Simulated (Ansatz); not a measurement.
Two isomers of C3H4F2: A = `C=CC(F)F`, B = `C=C(F)CF`.

Computed with Ansatz on PBE0-D4/def2-TZVP structures; ΔE is electronic, products minus reactants. CCSD(T)/CBS is the MP2 limit (def2-TZVPP, def2-QZVPP) plus CCSD(T) − MP2 in def2-TZVPP, frozen cores. Functionals use def2-TZVPP. B3LYP here is the variant with VWN-RPA as its local correlation; programs differ in this. Each species was taken in one conformer, which may not be the lowest.

Which is lower in electronic energy at CCSD(T)/CBS, and by how much? (Best estimate.)

Ansatz gave: A, by 6.0 kcal/mol.

Give E(B) − E(A) in kcal/mol with r2SCAN-D4, B3LYP-D4, BLYP-D4, CCSD(T)/def2-SVP, LDA (SPW92), HF/def2-TZVPP, B3LYP. (An estimate is asked.)

Ansatz gave: r2SCAN-D4 4.9, B3LYP-D4 4.8, BLYP-D4 4.4, CCSD(T)/def2-SVP 7.1, LDA (SPW92) 4.1, HF/def2-TZVPP 6.4, B3LYP 4.8. None reverses the order clearly.

Does the order hold for the free energy at 298.15 K (harmonic terms from PBE0-D4)? (An estimate is asked.)

Ansatz gave: Yes: G(B) − G(A) = +5.8 kcal/mol, for one conformer each.

Largest T1 diagnostic: 0.012.

Leaving LDA and LC-ωPBE aside and taking each functional with its dispersion term where it has one, the values, not all of them listed here, spread over 1.3 kcal/mol, from PBE-D4 to PBE-QIDH. At CCSD(T), def2-SVP lies +1.1 kcal/mol from the extrapolated value and def2-TZVPP +0.2 kcal/mol.
